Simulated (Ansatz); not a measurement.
## Isomers

Structures of CH₇OSi (charge +1), closed shell, relaxed at PBE0-D4/def2-TZVP (vibrations not checked; lower isomers may exist, and structures with a doubtful reference or unclear bonds are left out). Ansatz 0.2.0; basis: def2-TZVPP; cores frozen in the correlated methods. B3LYP uses VWN-RPA correlation.

Rank them by CCSD(T) energy, lowest first, and give each one's height above the lowest. Links in brackets join atoms within 1.22 times the sum of their covalent radii (1.1 for two metals). (Judge from chemistry; the value comes from the calculation.)
A.
CH₇OSi ([CH3][OH][SiH3]), total charge +1
```
10
angstrom
O -0.2837 0.4950 0.2017
C 0.4707 1.1986 -0.8507
Si 0.3016 -0.9764 1.0472
H 1.5194 1.1138 -0.5761
H -1.2364 0.6578 0.1512
H 0.1554 2.2386 -0.8314
H 0.2661 0.7214 -1.8066
H 0.4672 -1.9730 -0.0239
H -0.8232 -1.2072 1.9668
H 1.5551 -0.4897 1.6424
```
B.
CH₇OSi ([OH][CH2][H][SiH3]), total charge +1
```
10
angstrom
O -1.1985 0.7570 -1.3328
C -0.0624 1.0852 -0.7258
Si 0.4747 -0.8424 1.0573
H -0.9715 -0.8365 1.3250
H -1.0673 0.5113 -2.2576
H -0.2356 1.6750 0.1731
H 0.7571 1.4727 -1.3396
H 0.5591 0.0667 -0.3546
H 1.3401 -0.0283 1.9270
H 1.0558 -2.0476 0.4377
```
C.
CH₇OSi ([CH3][SiH2][OH2]), total charge +1
```
10
angstrom
C -1.1058 0.3283 -0.6794
Si 0.3843 -0.6470 -0.2637
O 1.4483 0.5313 0.6838
H -0.8631 1.2047 -1.2836
H -1.6580 0.6371 0.2116
H -1.7749 -0.3105 -1.2668
H 0.2173 -1.7449 0.7044
H 1.3565 -0.9305 -1.3328
H 2.4148 0.4653 0.6581
H 1.1602 0.9602 1.5036
```

By the calculation: C (0.0 kJ/mol), A (85.3 kJ/mol), B (275.2 kJ/mol). Heights count from the lowest.

Do PBE-D4, r2SCAN-D4, PBE0-D4, B3LYP-D4, wB97M-V, HF, MP2 give the same order? (A judgement: the text doesn't fix the answer.)

Computed: All do.

No T1 diagnostic of these runs exceeds 0.014.

For scale, one of the runs: CCSD(T)/def2-TZVPP, 202 basis functions, launched by `ansatz run in.yaml --threads 2 --pin off --events-out ev --progress --plain --max-ram 4352MiB`. The run took 60 s on 2 CPU threads of an Arm Neoverse V2 (shared host), with 2.5 GiB of host memory at its peak.
